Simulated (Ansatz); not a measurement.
System: C4H4O, charge 0, singlet. C4H4O (SMILES c1ccco1).
B3LYP-D3(BJ)/def2-TZVP minimum from Ansatz (a quantum-chemistry and plane-wave program):
```xyz
9

O      0.0070    -0.0094     1.1564
C      0.0100     1.0912     0.3549
C     -0.0058    -1.0968     0.3372
C     -0.0006     0.7240    -0.9496
C     -0.0110    -0.7085    -0.9611
H      0.0199     2.0414     0.8581
H     -0.0098    -2.0550     0.8251
H     -0.0010     1.3840    -1.8002
H     -0.0209    -1.3546    -1.8223
```
Charge 0, spin multiplicity 1.

Total energies in cc-pVDZ, 26 correlated electrons, 5 frozen orbitals. Open shells are spin-unrestricted; no spin-orbit coupling. Correlated methods leave the cores frozen. No relativity. The restricted determinant of C4H4O (c1ccoc1, singlet) is unstable towards broken spin symmetry in at least one set run.

| method | program | energy (Eh) | minus CCSDT(Q) (mEh) |
|---|---|---|---|
| HF | Ansatz | -228.64347 | 766.74 |
| MP2 | Ansatz | -229.35070 | 59.51 |
| CCSD | Ansatz | -229.37828 | 31.93 |
| CCSD(T) | Ansatz | -229.40730 | 2.91 |
| CCSDT(Q) | Ansatz | -229.41021 | 0.00 |

Rough core times of Ansatz's runs on a shared machine: CCSD(T) under 20 s, CCSDT(Q) 20 min.
